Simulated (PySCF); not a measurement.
Molecule: Furan (SMILES c1ccoc1).

Geometry:
```tsv
atom	x (Å)	y (Å)	z (Å)
C1	0.866	-0.184	-0.520
C2	-0.456	-0.729	-0.562
C3	-1.164	-0.060	0.392
O4	-0.381	0.849	1.007
C5	0.844	0.771	0.451
H6	1.719	-0.467	-1.134
H7	-0.829	-1.515	-1.215
H8	-2.194	-0.117	0.734
H9	1.595	1.451	0.846
```

Geometry PBE0-D3(BJ)/def2-SVP throughout; GIAO in PySCF, gas phase, one conformer, non-relativistic; equivalent atoms averaged; functional PBE0.

For orientation, pcSseg-0 gives these absolute shieldings σ: C3/C5 37.7, C1/C2 71.8, O4 18.8, H8/H9 25.47, H6/H7 26.39 ppm.

A run gave: C3/C5 115.9, C1/C2 134.3, O4 159.0, H8/H9 25.97, H6/H7 26.84 ppm (absolute shieldings σ).

**Question.** Which basis set was used in that run?
A. STO-3G
B. def2-TZVP
C. cc-pVDZ
D. 6-31G
E. cc-pVTZ

**Answer.** A. C3/C5 tells them apart best: STO-3G gives 115.9, 6-31G gives 62.2, cc-pVDZ gives 58.7, cc-pVTZ gives 43.1, def2-TZVP gives 41.4 ppm.
